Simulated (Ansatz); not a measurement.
**Active spaces for C3H5P, singlet**

Calculated in Ansatz's Gaussian-basis code. Basis cc-pVTZ on C/H, cc-pV(T+d)Z on P, nonrelativistic, 8 orbitals frozen in the corrections. State-specific CASSCF; RHF is the lowest restricted (open-shell) Hartree–Fock solution met. On stretched bonds single-reference methods can fail or change state. No symmetry is imposed, so a solution can break that of the shape. No proof that the lowest CASSCF solution was found.

Geometry:

```xyz
9

C     0.0000   -1.7052   -0.8290
P     0.0000   -0.0300   -0.8235
C     0.0000    0.3260    0.9525
C     0.0000    1.5889    1.4096
H     0.0000   -2.3201    0.0684
H     0.0000   -2.2377   -1.7761
H     0.0000   -0.5053    1.6578
H     0.0000    2.4387    0.7319
H     0.0000    1.8166    2.4715
```

(1) What do CASSCF and its corrections give against RHF in CAS(4,4), and what are the occupations?

(2) How do single-reference totals in the same basis and frozen core stand against SC-NEVPT2 in CAS(4,4)?

(3) Roughly how much CPU time does a whole run from the default start take (median of such runs, summed over threads; nearly all runs on one pinned thread of a shared server, mostly Xeon at 2.3 to 2.6 GHz, by a development driver)?

Answers

(1) CASSCF -1.463 eV, SC-NEVPT2 -17.394 eV; occupations 1.92, 1.87, 0.13, 0.07.

(2) CCSD(T) -1.902 eV. Coupled cluster stands on the determinant that it favours, which can lie over the RHF solution above, and is in doubt where the occupations are far from 0, 1 and 2.

(3) CAS(4,4): about 2.1 min. Other jobs ran beside these, and the count of passes differs.
